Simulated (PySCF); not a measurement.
Broadened absorption spectrum of ClH3Si

Compound: ClH₃Si.
Atom-mapped SMILES: `[SiH3:1][Cl:2]` (hydrogens: H3, H4, H5 on Si1)

Method used: TDDFT wB97X-D/def2-SVPD, vertical, gas phase, core orbitals frozen in the response in PySCF 2.14.0, density-fitted response routines. Geometry: PBE0-D3(BJ)/def2-SVP; no solvent, vibrations or thermal averaging.

Computed states:

| state | E (eV) | f |
| --- | --- | --- |
| S1 | 7.50 | 0.013 |
| S2 | 7.50 | 0.013 |
| S3 | 8.70 | 0.017 |
| S4 | 8.70 | 0.017 |
| S5 | 8.79 | 0.0000 |

Broadening: Gaussians 0.4 eV wide at half height, area fixed by f = 4.319×10⁻⁹ ∫ε dν̃. The width is an assumption, not a result. The curve ends short of the highest state used, and states not computed would add to its high-energy end.

Problem. Give the broadened spectrum and its maxima.

Solution. 
(E (eV), ε (L mol⁻¹ cm⁻¹)): (6.90, 4), (6.93, 6), (6.96, 11), (6.99, 20), (7.02, 33), (7.05, 53), (7.08, 84), (7.11, 127), (7.14, 187), (7.17, 268), (7.20, 371), (7.23, 497), (7.26, 647), (7.29, 816), (7.32, 998), (7.35, 1182), (7.38, 1358), (7.41, 1512), (7.44, 1631), (7.47, 1706), (7.50, 1730), (7.53, 1700), (7.56, 1619), (7.59, 1495), (7.62, 1338), (7.65, 1160), (7.68, 976), (7.71, 795), (7.74, 628), (7.77, 481), (7.80, 357), (7.83, 257), (7.86, 179), (7.89, 121), (7.92, 79), (7.95, 50), (7.98, 31), (8.01, 19), (8.04, 12), (8.07, 8), (8.10, 8), (8.13, 10), (8.16, 15), (8.19, 25)

Maxima: 165 nm (7.50 eV), ε about 1700, made up of S1 (50%) and S2 (50%) (ε in L mol⁻¹ cm⁻¹; maxima over ε = 5, shares over 10%). At its high-energy end, 8.19 eV, the curve is still rising (ε about 25, from S3 and S4).

Problem. What would ε be at 7.50 eV, the highest of these maxima, with half the width (0.2 eV)?

Solution. About 3460 L mol⁻¹ cm⁻¹ against 1730, a factor of about 2.00; a lone state at its own centre would give exactly 2.

Problem. Coming from long wavelengths, where does ε first pass 100 L mol⁻¹ cm⁻¹?

Solution. At about 175 nm (7.09 eV), 0.40 eV below S1.

Cost: about 3 s of CPU time on one thread; the machine was shared, so the figure is rough.
